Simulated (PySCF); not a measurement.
Zinc-blende AlP, treated with EOM-CCSD (PySCF, GTH pseudopotentials, Gaussian basis, TZ basis).

The same calculation (at the measured cell, 20.380 Å³/atom) with different numerical settings; throughout: k mesh 2×2×2:

| run | orbitals correlated | gap over the k-points evaluated (eV) | rough time |
|---|---|---|---|
| 1 | 14 | 1.716 | 8 core-min |
| 2 | 27 | 1.782 | 100 core-min |
| 3 | 40 | 1.825 | 8 core-h |

In the column gap over the k-points evaluated (eV) the first row differs from the last by -0.109 and the next to last by -0.043.

The last row is no converged limit: other settings stay fixed.
